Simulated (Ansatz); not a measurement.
All values below come from frozen-core CCSD(T)/cc-pVQZ // CAM-B3LYP-D3(BJ)/def2-TZVP run with Ansatz (a program for electronic structure).

Ansatz 0.2 input:
```yaml
crystal:
  periodic: [false, false, false]
  atoms:
    - { symbol: Cl, position_ang: [-0.899653, -1.48682, -0.000118] }
    - { symbol: B, position_ang: [-0.000005, -0.000022, 0.000044] }
    - { symbol: Cl, position_ang: [-0.837924, 1.522375, 0.000085] }
    - { symbol: Cl, position_ang: [1.737583, -0.035533, -0.000011] }
basis:
  gaussian: { orbitals: cc-pVQZ }
correlation:
  method: ccsd_t
```

Output:

```
Functional definition: HF
1430 factors; integrals over basis functions are off by at most 9.3e-4 eV
mean field evaluation 1: about -38186.7861 eV, gradient 1.9e1 eV
mean field evaluation 2: about -38186.9060 eV, gradient 1.9e1 eV
mean field evaluation 4: about -38188.1089 eV, gradient 2.3e0 eV
mean field evaluation 8: about -38188.1393 eV, gradient 1.4e-1 eV
mean field evaluation 16: about -38187.6587 eV, gradient 1.1e1 eV
mean field -38188.13944180 eV, -1403.3882396355 hartree, gradient 1.3e-6 eV, S^2 0.000000; 0 other end points of the search recorded, 0 dependent functions left out
16 core orbitals not correlated
reference -38188.13944180 eV, -1403.3882396355 hartree; 12, 12 occupied and 204, 204 virtual orbitals, 1430 factors
second order -19.66051448 eV of doubles, -0.00000000 eV of singles
cycle   1  -20.25486773 eV  change   -5.9e-1 eV  update   8.7e-2
cycle   2  -20.64148233 eV  change   -3.9e-1 eV  update   2.4e-2
cycle   3  -20.73206894 eV  change   -9.1e-2 eV  update   1.3e-2
cycle   4  -20.72130031 eV  change    1.1e-2 eV  update   3.4e-3
cycle   5  -20.72017913 eV  change    1.1e-3 eV  update   1.4e-3
cycle   6  -20.72003866 eV  change    1.4e-4 eV  update   3.1e-4
cycle   7  -20.71996877 eV  change    7.0e-5 eV  update   8.9e-5
cycle   8  -20.72001298 eV  change   -4.4e-5 eV  update   2.0e-5
cycle   9  -20.72001820 eV  change   -5.2e-6 eV  update   5.6e-6
perturbative correction -1.02510696 eV, -0.0376719861 hartree
Total energy: -38209.88456696 eV, -1404.1873582459 hartree
```

Cost: about 4 core-minutes (a rough figure).
